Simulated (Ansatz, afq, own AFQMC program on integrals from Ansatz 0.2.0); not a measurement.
Two steps: Ansatz 0.2.0 writes the Fock matrix and Cholesky factors of the valence space, and afq projects on them the lowest state that overlaps trial and start.

```yaml
crystal:
  periodic: [false, false, false]
  atoms:
    - {symbol: Al, position_ang: [0.000000, 0.000000, 0.461264]}
    - {symbol: C, position_ang: [0.000000, 0.000000, -1.047736]}
    - {symbol: H, position_ang: [0.000000, 1.432477, 1.134378]}
    - {symbol: H, position_ang: [0.000000, -1.432476, 1.134378]}
    - {symbol: H, position_ang: [0.000000, 0.000000, -2.131425]}
basis:
  gaussian: {orbitals: cc-pVDZ}
magnetization: {spin_polarized: false}
correlation: {method: ccsd_t, electrons: outside_noble_gas, hamiltonian_folder: ham}
```

```sh
$ ansatz run in.yaml --threads 1 --pin off --events-out ev --progress --plain --max-ram 1382MiB
```

afq runs on the folder ham with

```
--method phaseless --trial cid --walkers 40 --populations 1 --least-time 40 --time-step 0.05 --steps-per-block 50 --equilibration-blocks 20 --max-blocks 80 --target-error 0.00076 --factor-cut 0.0001 --seed 4523 --taylor-order 1
```

Times are imaginary, in 1/Eh. The walk had a cap of 90 s.

```
orbitals 41  electrons 5 5  factors 267 of 443
reference energy -281.28627872 Eh
CCSD correlation -0.21384082 Eh in 13 cycles, weight of the determinant in the CISD state 0.8618
energy of the start -281.500056 Eh
 block  time / (1/Eh)  mean weight  energy / Eh
     1     2.500  1.9330  -281.496490
     2     5.000  1.3195  -281.493762
     3     7.500  1.2204  -281.492819
     4    10.000  1.0354  -281.506777
     5    12.500  1.0491  -281.498063
    10    25.000  1.0253  -281.504074
    19    47.500  0.9592  -281.499874
    25    62.500  0.9698  -281.466381
    29    72.500  0.9981  -281.501594
    39    97.500  0.9751  -281.516728
    49   122.500  1.0318  -281.500460
    59   147.500  1.0126  -281.497154
    69   172.500  1.0285  -281.495272
    79   197.500  0.9752  -281.486234
    89   222.500  1.0338  -281.512814
    99   247.500  1.0605  -281.483067
blocks merged  error / Eh  count
     1  0.001082  80
     2  0.000943  40
     4  0.000989  20
     8  0.001016  10
energy -281.500231 +/- 0.000989 Eh
(rows thinned)
```

The run passed its tests (sampling time, drift between the halves within three errors, error under three times the target), which doesn't prove that it has relaxed.

Against this walk (error 26.9 meV) on the same determinant: CCSD(T) 167.4 meV lower, CCSDT(Q) 229.8 meV lower, a separate phaseless walk with a CISD trial and standard settings 231.5 ± 29.5 meV lower. The error is statistical and leaves out the bias of the constraint.

A setting was made bad on purpose (series of the exponential too short), so the walk's energy isn't to be trusted.

Cautions: constraint bias not in the error; error above the target (26.9 against 20.7 meV); higher spins were not checked; restricted determinant unstable towards unrestricted (UHF 719 meV lower, ⟨S²⟩ 0.92); raised T1 diagnostic (T1 0.032, weight of the determinant 0.86, largest double 0.10); CCSDT(Q) on the UHF determinant differs (424 meV lower), perhaps since the unrestricted series falls towards higher spin; the bias of populations of 40 walkers isn't removed; the time-step error isn't removed.

CCSDT and higher add their correlation energy to the determinant of the CCSD(T) run, since their own runs factorise the integrals more tightly (a shift of under 2 meV). A walk keeps the symmetry of its determinant, which the program's search chose and which needn't be the lowest solution, so a lower state of the same spin and another symmetry isn't excluded.
